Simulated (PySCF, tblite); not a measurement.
**CHFN−, a complex of two parts: NMR shifts, interaction energy, infrared bands, spin-spin couplings and core binding energies**

One table from this session's results is given with a row withheld; the runs are named, their logs left out.

Computed with tblite 0.8.0 and PySCF 2.14.0; each step states its level. No surroundings beyond the atoms listed, unless a continuum is named. Atoms count from 0, parts from 1.

## Starting point

4 atoms, charge -1, multiplicity 1; geometry: rigid parts in contact. Parts: 1 = atoms 0–1, `F`, charge 0; 2 = atoms 2–3, `[C-]#N`, charge -1.

The first run:

The job: settings as JSON, then the geometry in Å.

```
{"job": {"kind": "dock", "xc": "GFN2-xTB", "basis": "xTB"}, "charge": -1, "multiplicity": 1, "parts": [{"atoms": "0-1", "charge": 0, "multiplicity": 1}, {"atoms": "2-3", "charge": -1, "multiplicity": 1}]}
F      0.466098     0.004328     0.009787
H     -0.466098    -0.004328    -0.009787
C     -2.245244     1.655765     0.341114
N     -1.837424     1.343016    -0.743354
```

Method: GFN2-xTB search for minima from random contacts, gas phase.

Started as:

```console
OMP_NUM_THREADS=1 python cluster_run.py task.json out
```

The driver reads the jobs from task.json and runs them one after another.

Among the steps run: Docking the parts with GFN2-xTB; Relaxing the molecule at PBE0-D3(BJ)/def2-TZVPD; Shielding tensors: PBE0/aug-pcSseg-2; Coupled-cluster interaction energy: CCSD(T) and MP2.

One table of the session follows, with a row left open; its other results are not shown here.

It belongs to the step «Coupled-cluster interaction energy: CCSD(T) and MP2». 

| method | interaction energy (kcal/mol) |
| --- | --- |
| HF/aug-cc-pVDZ | -28.83 |
| MP2/aug-cc-pVDZ | -29.19 |
| CCSD/aug-cc-pVDZ | -28.55 |
| CCSD(T)/aug-cc-pVDZ | ? |
| HF/aug-cc-pVQZ | -29.18 |
| MP2/aug-cc-pVQZ | -30.94 |
| SCS-MP2/aug-cc-pVQZ | -29.87 |
| MP2, extrapolated | -31.29 |
| CCSD(T), limit estimate | -30.85 |

**Question.** Estimate the row for CCSD(T)/aug-cc-pVDZ.

**Answer.** interaction energy (kcal/mol): -28.75. In the column «interaction energy (kcal/mol)» it lies between HF/aug-cc-pVDZ (-28.83) and CCSD/aug-cc-pVDZ (-28.55).

Caveats from the session: The interaction energy leaves out the deformation of the parts, 4.93 kcal/mol (MP2); added to the CCSD(T) estimate it gives a binding of about -25.91 kcal/mol.
